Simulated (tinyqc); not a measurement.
Inside a calculation. Method: extended Hueckel theory, for CH4-. The parameters take no account of the charge, which enters only through the electron count, and nothing here shows that the anion is bound. Computed by tinyqc, a small Python program that keeps every step (integrals from PySCF). Settings: charge = -1, K = 1.5, weighted = 1, multiplicity = 2. Command: `OMP_NUM_THREADS=1 python tinyqc.py 24007 24008 out.jsonl` (the two numbers bound the seeds that draw the settings). One thread of a shared host (Intel(R) Xeon(R) Processor @ 2.60GHz), about 0.01 s of CPU time with the checks.

## Overlaps

Geometry (angstrom):
```
atom          x          y          z
C      0.000000   0.000000   0.000000
H      0.620000   0.620000   0.620000
H      0.620000  -0.620000  -0.620000
H     -0.620000   0.620000  -0.620000
H     -0.620000  -0.620000   0.620000
```

Parameters chosen for this run:
```
element  shell  Slater exponent   H_ii (eV)
C           2s         1.625000  -21.400000
C           2p         1.625000  -11.400000
H           1s         1.300000  -13.600000
```

Slater orbitals, each expanded in six Gaussians scaled to its exponent.

overlap S, order 1C 2s, 1C 2px, 1C 2py, 1C 2pz, 2H 1s, 3H 1s, 4H 1s, 5H 1s:
$$\begin{pmatrix}
1.000000 & 0.000000 & 0.000000 & 0.000000 & 0.501422 & 0.501422 & 0.501422 & 0.501422 \\
0.000000 & 1.000000 & 0.000000 & 0.000000 & 0.286885 & 0.286885 & -0.286885 & -0.286885 \\
0.000000 & 0.000000 & 1.000000 & 0.000000 & 0.286885 & -0.286885 & 0.286885 & -0.286885 \\
0.000000 & 0.000000 & 0.000000 & 1.000000 & 0.286885 & -0.286885 & -0.286885 & 0.286885 \\
0.501422 & 0.286885 & 0.286885 & 0.286885 & 1.000000 & 0.154713 & 0.154713 & 0.154713 \\
0.501422 & 0.286885 & -0.286885 & -0.286885 & 0.154713 & 1.000000 & 0.154713 & 0.154713 \\
0.501422 & -0.286885 & 0.286885 & -0.286885 & 0.154713 & 0.154713 & 1.000000 & 0.154713 \\
0.501422 & -0.286885 & -0.286885 & 0.286885 & 0.154713 & 0.154713 & 0.154713 & 1.000000
\end{pmatrix}$$

## Wolfsberg-Helmholz matrix

diagonal H_ii (eV): 1C 2s -21.400000, 1C 2px -11.400000, 1C 2py -11.400000, 1C 2pz -11.400000, 2H 1s -13.600000, 3H 1s -13.600000, 4H 1s -13.600000, 5H 1s -13.600000

K = 1.500000

H_ij = K' S_ij (H_ii + H_jj)/2 for i != j (the diagonal keeps H_ii), with K' = K + D^2 + D^4 (1 - K), D = (H_ii - H_jj)/(H_ii + H_jj), K = 1.5.

H (eV), order 1C 2s, 1C 2px, 1C 2py, 1C 2pz, 2H 1s, 3H 1s, 4H 1s, 5H 1s:
$$\begin{pmatrix}
-21.400000 & 0.000000 & 0.000000 & 0.000000 & -13.587323 & -13.587323 & -13.587323 & -13.587323 \\
0.000000 & -11.400000 & 0.000000 & 0.000000 & -5.406749 & -5.406749 & 5.406749 & 5.406749 \\
0.000000 & 0.000000 & -11.400000 & 0.000000 & -5.406749 & 5.406749 & -5.406749 & 5.406749 \\
0.000000 & 0.000000 & 0.000000 & -11.400000 & -5.406749 & 5.406749 & 5.406749 & -5.406749 \\
-13.587323 & -5.406749 & -5.406749 & -5.406749 & -13.600000 & -3.156147 & -3.156147 & -3.156147 \\
-13.587323 & -5.406749 & 5.406749 & 5.406749 & -3.156147 & -13.600000 & -3.156147 & -3.156147 \\
-13.587323 & 5.406749 & -5.406749 & 5.406749 & -3.156147 & -3.156147 & -13.600000 & -3.156147 \\
-13.587323 & 5.406749 & 5.406749 & -5.406749 & -3.156147 & -3.156147 & -3.156147 & -13.600000
\end{pmatrix}$$

## Orbitals

valence electrons = 9

Solve H C = S C e through S^(-1/2); fill by pairs from the bottom, a degenerate level sharing its electrons equally; each orbital has its largest coefficient positive (the first on a tie).

orbital energies (eV): [-22.995981, -14.581716, -14.581716, -14.581716, -0.282803, -0.282803, -0.282803, 23.220398]

occupations: [2.000000, 2.000000, 2.000000, 2.000000, 0.333333, 0.333333, 0.333333, 0.000000]

coefficients, order 1C 2s, 1C 2px, 1C 2py, 1C 2pz, 2H 1s, 3H 1s, 4H 1s, 5H 1s:
$$\begin{pmatrix}
0.707344 & 0.000000 & 0.000000 & 0.000000 & 0.000000 & 0.000000 & 0.000000 & 1.641157 \\
0.000000 & -0.077360 & -0.078876 & 0.492762 & 0.381922 & 1.111041 & 0.051143 & 0.000000 \\
0.000000 & 0.489406 & -0.109477 & 0.059309 & 0.152812 & -0.105979 & 1.161167 & 0.000000 \\
0.000000 & 0.097561 & 0.486636 & 0.093211 & 1.101669 & -0.370471 & -0.178795 & 0.000000 \\
0.137228 & 0.331315 & 0.193925 & 0.419522 & -0.853996 & -0.331176 & -0.539364 & -0.725599 \\
0.137228 & -0.431903 & -0.296485 & 0.221204 & 0.455366 & -0.828470 & 0.485984 & -0.725599 \\
0.137228 & 0.305047 & -0.336275 & -0.342404 & 0.694499 & 0.441792 & -0.672601 & -0.725599 \\
0.137228 & -0.204458 & 0.438835 & -0.298322 & -0.295869 & 0.717854 & 0.725981 & -0.725599
\end{pmatrix}$$

sum of one-electron energies = -133.765059 eV

Within a degenerate level the vectors are fixed only up to a rotation; this is one choice.

## Mulliken analysis

P = C n C^T; charge = valence electrons (C 4, H 1) minus the sum of (P S)_ii on the atom; overlap population = 2 sum P_ij S_ij between two atoms.

charges: 1C -0.616451, 2H -0.095887, 3H -0.095887, 4H -0.095887, 5H -0.095887

Overlap populations:
```
pair      value
2-1    0.351381
3-1    0.351381
3-2   -0.093900
4-1    0.351381
4-2   -0.093900
4-3   -0.093900
5-1    0.351381
5-2   -0.093900
5-3   -0.093900
5-4   -0.093900
```
